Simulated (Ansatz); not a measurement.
`[SiH3][AlH][SH]` → `[AlH2][SH]` + `[SiH2]` at 700 K and 1 bar (silylene loss).

Isolated molecules relaxed with PBE0-D4/def2-TZVP in Ansatz; ΔE leaves out vibrations. CBS: MP2 limit from def2 TZ/QZ plus the TZ coupled-cluster correction, frozen cores. This one scheme is used for every species. One conformer a species, not always the lowest.

```
          species  CCSD(T)/CBS energy (Eh)  H − E (kJ/mol)  S (J/(mol·K))
`[SiH3][AlH][SH]`               -931.90162           176.3          443.9
     `[AlH2][SH]`               -641.61836           102.7          330.6
         `[SiH2]`               -290.19011            56.3          240.4
```

H − E and S are ideal-gas, rigid-rotor, harmonic terms from PBE0-D4/def2-TZVP, for one conformer and one mirror image of each species. 1 Eh = 2625.50 kJ/mol, R = 8.31446 J/(mol·K).

Q: By hand: ΔE, ΔH, ΔS and ΔG.

A: ΔE = (-641.61836) + (-290.19011) − (-931.90162) = 0.09315 Eh = 244.6 kJ/mol. Δ(H − E) = 102.7 + 56.3 − 176.3 = -17.3, so ΔH = 227.3 kJ/mol. ΔS = 330.6 + 240.4 − 443.9 = 127.1 J/(mol·K). ΔG = 227.3 − 700 × (127.1)/1000 = 138.3 kJ/mol.

Q: By hand: the equilibrium constant, and the temperature at which ΔG would vanish if ΔH and ΔS stayed fixed.

A: log₁₀ K = −ΔG/(RT ln 10) = -10.3. ΔG = 0 at ΔH/ΔS = 1788 K.

The number of gas molecules changes by +1, which sets the sign of ΔS. A doubt of 5 kJ/mol in ΔE shifts log₁₀ K by 0.4 here. Other conformers and mirror images would add mixing entropy, several J/(mol·K) or more a flexible species. Modes under 60 cm⁻¹, often nearly free rotors, make the harmonic entropy too high. These are equilibria of isolated gas molecules and say nothing of rates. Largest T1 diagnostic: 0.014 (customary marks: 0.02 for closed shells, 0.045 for open ones).
